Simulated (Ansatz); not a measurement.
Cl4, singlet: a pair in one relaxed arrangement.

in.yaml

```yaml
crystal:
  periodic: [false, false, false]
  atoms:
    - {symbol: Cl, position_ang: [0.092631, 0.311861, -1.236785]}
    - {symbol: Cl, position_ang: [-0.053952, -0.082899, -3.178470]}
    - {symbol: Cl, position_ang: [-0.319427, -1.029559, 2.439969]}
    - {symbol: Cl, position_ang: [0.280748, 0.800597, 1.975286]}
basis:
  gaussian: {orbitals: STO-3G}
hamiltonian: {xc: hf}
```

Run by:

```bash
ansatz run in.yaml --threads 4 --pin off --events-out ev --progress --plain --max-ram 9574MiB
```

What Ansatz 0.2.0 printed:

```
Functional definition: HF
  name "HF"
  cite "Fock, Z. Phys. 61, 126 (1930) doi:10.1007/BF01340294"
  parent pbe
  exchange = exact_x
  correlation = 0
376 factors; integrals over basis functions are off by at most 1.1e-5 eV
mean field evaluation 1: about -49475.7980 eV, gradient 9.7e0 eV
mean field evaluation 2: about -49475.8663 eV, gradient 9.8e0 eV
mean field evaluation 4: about -49476.3233 eV, gradient 7.2e-2 eV
mean field evaluation 8: about -49476.3236 eV, gradient 3.1e-5 eV
mean field -49476.32355764 eV, -1818.2213544867 hartree, gradient 3.1e-5 eV, S^2 0.000000; 0 other end points of the search recorded, 0 dependent functions left out
reference -49476.32355764 eV, -1818.2213544867 hartree; 34, 34 occupied and 2, 2 virtual orbitals, 376 factors
Total energy: -49476.32355764 eV, -1818.2213544867 hartree
```

Hardware: 4 CPU threads of an Arm Neoverse V2, shared host. Wall time about 0.1 s.
